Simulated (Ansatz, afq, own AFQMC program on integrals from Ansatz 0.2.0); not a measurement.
# SiH$_{2}$O, triplet in cc-pVTZ, levels against CCSDT(Q)

```yaml
atoms:
  - { symbol: O, position_ang: [-0.8869, -0.2316, 0.0000] }
  - { symbol: H, position_ang: [-1.1362, 0.6949, 0.0000] }
  - { symbol: H, position_ang: [0.1701, -0.2316, 0.0000] }
  - { symbol: Si, position_ang: [1.8531, -0.2316, 0.0000] }
```

Connectivity, by distances: OH ··· Si, 1 bridging H.

Basis cc-pVTZ. Noble-gas cores (and the filled d shells of Ga–Kr and In–Xe) are frozen. Integrals, coupled cluster, full CI and functionals: Ansatz 0.2.0; the random walks run on the same integrals in our own AFQMC program. ph-AFQMC/CISD is guided by a CISD state made of CCSD amplitudes; releasing the constraint for a short imaginary time cuts its bias at the price of noise, slowly where states lie close. Error bars are statistical, one sigma.

Determinant: UHF, the one that the program's search chose, which needn't be the lowest solution. The geometry is a point of a scan.

No full CI on the walks' own integrals is used here; CCSDT(Q) serves as the reference and is uncertain by about the last step of the cluster series.

Cautions: lower spins were not checked; the released energies are still falling, so no released level is given (meV from the phaseless value at times in 1/Eh: 5 ± 5 at 0.24, -4 ± 4 at 0.51, -4 ± 5 at 0.99, -13 ± 7 at 1.62, -20 ± 13 at 2.40), though the last usable value meets CCSDT(Q) within the noise.

The T1 diagnostic is 0.0154. The weight of the determinant in the CISD state is 0.871, the ⟨S²⟩ of the determinant is 2.023 and the size of the correlated space is 12 electrons in 86 orbitals.

Reference: CCSDT(Q), correlation energy -10.112 eV.

```csv
level,E − E(reference) (kJ/mol),share of correlation (%)
HF,975.7,0.00
MP2,93.8,90.39
CCSD,38.6,96.04
CCSD(T),4.3,99.56
CCSDT,1.9,99.80
ph-AFQMC/HF,5.4 ± 2.7,99.45
ph-AFQMC/CISD,2.1 ± 0.6,99.79
```

A walk keeps the symmetry of its determinant, which the program's search chose and which needn't be the lowest solution, so a lower state of the same spin and another symmetry isn't excluded.
